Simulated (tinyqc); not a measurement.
Worked calculation: extended Hueckel theory, for H3O+. The parameters take no account of the charge, which enters only through the electron count. One step of it, computed by the program tinyqc.

Problem. Orbitals. Solve H C = S C e through S^(-1/2); fill by pairs from the bottom, a degenerate level sharing its electrons equally; each orbital has its largest coefficient positive (the first on a tie).

H (eV):
```
             1O 2s      1O 2px      1O 2py      1O 2pz       2H 1s       3H 1s       4H 1s
1O 2s   -32.300000    0.000000    0.000000    0.000000  -21.961043  -21.967827  -21.967827
1O 2px    0.000000  -14.800000    0.000000    0.000000  -10.449687    5.220965    5.220965
1O 2py    0.000000    0.000000  -14.800000    0.000000    0.000000   -9.053767    9.053767
1O 2pz    0.000000    0.000000    0.000000  -14.800000    4.653856    4.655872    4.655872
2H 1s   -21.961043  -10.449687    0.000000    4.653856  -13.600000   -6.547928   -6.547928
3H 1s   -21.967827    5.220965   -9.053767    4.655872   -6.547928  -13.600000   -6.543424
4H 1s   -21.967827    5.220965    9.053767    4.655872   -6.547928   -6.543424  -13.600000
```

overlap S:
```
           1O 2s     1O 2px     1O 2py     1O 2pz      2H 1s      3H 1s      4H 1s
1O 2s   1.000000   0.000000   0.000000   0.000000   0.478454   0.478602   0.478602
1O 2px  0.000000   1.000000   0.000000   0.000000   0.367947  -0.183837  -0.183837
1O 2py  0.000000   0.000000   1.000000   0.000000   0.000000   0.318795  -0.318795
1O 2pz  0.000000   0.000000   0.000000   1.000000  -0.163868  -0.163939  -0.163939
2H 1s   0.478454   0.367947   0.000000  -0.163868   1.000000   0.240733   0.240733
3H 1s   0.478602  -0.183837   0.318795  -0.163939   0.240733   1.000000   0.240567
4H 1s   0.478602  -0.183837  -0.318795  -0.163939   0.240733   0.240567   1.000000
```

valence electrons = 8

Give: orbital energies; occupations; coefficients; sum of one-electron energies.

Solution.

orbital energies (eV): -35.322  -18.062  -18.059  -15.216  5.910  5.923  28.057

occupations: 2.000  2.000  2.000  2.000  0.000  0.000  0.000

coefficients:
```
          MO1     MO2     MO3     MO4     MO5     MO6     MO7
1O 2s   0.758   0.000   0.000   0.159   0.000   0.000   1.168
1O 2px  0.000   0.000   0.707   0.000  -0.930   0.000   0.000
1O 2py  0.000   0.707   0.000   0.000   0.000   0.931   0.000
1O 2pz  0.025   0.000   0.000   0.963   0.000   0.000  -0.430
2H 1s   0.151   0.000   0.404  -0.062   1.018   0.000  -0.663
3H 1s   0.151   0.350  -0.202  -0.062  -0.509  -0.881  -0.664
4H 1s   0.151  -0.350  -0.202  -0.062  -0.509   0.881  -0.664
```

sum of one-electron energies = -173.316 eV
